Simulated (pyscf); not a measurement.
Hydrogen abstraction: `[CH3][Hf]([Cl])([Cl])[Cl]` + `[H]` [doublet] -> `[CH2][Hf]([Cl])([Cl])[Cl]` [doublet] + `[H][H]`

Gas phase, doublet surface, charge 0. Bonds broken: C1–H6. Bonds formed: H6–H9. PySCF, gas phase, ωB97X-D3(BJ)/def2-SVP geometries.

Transition state (Å):

```xyz
9

C      0.1565     0.4991    -0.7398
Hf    -1.4462    -0.7772    -0.0580
Cl    -0.9951    -2.9040    -0.9105
Cl    -3.3743     0.1759    -0.9644
Cl    -1.3215    -0.6749     2.2710
H     -0.1414     1.6910    -0.2379
H      1.1669     0.3363    -0.3288
H      0.2203     0.7268    -1.8172
H     -0.2117     2.6114     0.0472
```

One imaginary mode, 1511i cm⁻¹; descent along it reached the two sides named.

```tsv
bond	change	reactant side (Å)	saddle	product side
C1–H6	breaks	1.105	1.327	3.0
H6–H9	forms	3.0	0.966	0.761
```

Electronic energies relative to the separated reactants (kcal/mol):

```json
[
 {"level": "ωB97X-D3(BJ)/def2-TZVP", "barrier": "9.5", "reaction energy": "-3.6", "reverse barrier": "13.2"},
 {"level": "PBE/def2-TZVP", "barrier": "3.9", "reaction energy": "-3.1", "reverse barrier": "7.1"},
 {"level": "r²SCAN/def2-TZVP", "barrier": "2.9", "reaction energy": "-6.9", "reverse barrier": "9.8"},
 {"level": "B3LYP-D3(BJ)/def2-TZVP", "barrier": "3.7", "reaction energy": "-7.3", "reverse barrier": "11.0"},
 {"level": "PBE0-D3(BJ)/def2-TZVP", "barrier": "6.5", "reaction energy": "-2.6", "reverse barrier": "9.1"},
 {"level": "M06-2X/def2-TZVP", "barrier": "10.7", "reaction energy": "-4.1", "reverse barrier": "14.8"},
 {"level": "ωB97M-D3(BJ)/def2-TZVP", "barrier": "9.3", "reaction energy": "-3.9", "reverse barrier": "13.2"},
 {"level": "HF/def2-TZVP", "barrier": "20.5", "reaction energy": "-5.9", "reverse barrier": "26.4"}
]
```

With ωB97M-D3(BJ)/def2-TZVP energies and thermal terms (ideal gas, 1 atm, RRHO with modes under 100 cm⁻¹ raised to 100, one conformer, R ln 2 for rigid chiral ones), in kcal/mol:

```
T (K)  ΔH‡   ΔG‡    ΔH     ΔG
-----  ---  ----  ----  -----
298    6.9  13.0  -5.0   -7.4
600    6.5  19.5  -4.8   -9.9
900    6.5  25.9  -5.0  -12.5
1200   6.4  32.4  -5.4  -14.9
```

One saddle was located; it need not be the lowest between these sides. The angle at the transferred H is 170°. Open-shell species with a d-block atom are single-reference here; other states, and whether the spin sits on metal or ligand, were not checked. Elements past Kr carry the def2 core potentials, without spin-orbit coupling.
